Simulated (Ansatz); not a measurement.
Relaxed structures of CH₃BF, doublet (PBE0-D4/def2-TZVP; forces vanish, vibrations not checked; lower isomers may exist, and structures with a doubtful reference or unclear bonds are left out; Å). Computed with Ansatz 0.2.0 (basis: def2-TZVPP); correlated methods freeze the cores; orbitals are unrestricted.

Problem. Rank them by CCSD(T) energy, lowest first, and give each one's height above the lowest. Links in brackets join atoms within 1.22 times the sum of their covalent radii (1.1 for two metals). (An estimate is asked for; the value comes from the calculation.)
A.
CH₃BF ([CH2][BH][F])
```
6
angstrom
C -0.6069 0.2113 -0.4581
B 0.5929 -0.2171 0.3850
F 0.5780 0.0135 1.6961
H -0.6506 0.0494 -1.5302
H -1.4775 0.6997 -0.0285
H 1.5642 -0.7568 -0.0643
```
B.
CH₃BF ([CH3][B][F])
```
6
angstrom
C -0.4586 0.0056 -0.2173
B 0.5552 0.4122 0.8883
F 1.7633 -0.0901 0.9756
H -0.3352 0.7160 -1.0450
H -1.4943 0.0853 0.1134
H -0.2643 -0.9991 -0.6069
```
C.
CH₃BF ([BH2][CH][F])
```
6
angstrom
C 0.5567 -0.2032 0.3652
B -0.6308 0.2222 -0.4610
F 0.6008 -0.0012 1.6736
H -0.5984 0.0067 -1.6345
H -1.5612 0.7550 0.0620
H 1.4670 -0.6951 0.0259
```

Solution. The calculation gives: A (0.000 eV), B (0.309 eV), C (2.087 eV). Heights count from the lowest.

The T1 diagnostic stays at or below 0.018. ⟨S²⟩ of the unrestricted Hartree–Fock references: 0.75 to 0.76 (a pure state has 0.75).

For scale, one of the runs: CCSD(T)/def2-TZVPP, 135 basis functions, launched by `ansatz run in.yaml --threads 2 --pin off --events-out ev --progress --plain --max-ram 4352MiB`. The run took 44 s on 2 CPU threads of an Arm Neoverse V1 (shared host), with 1.7 GiB of host memory at its peak.
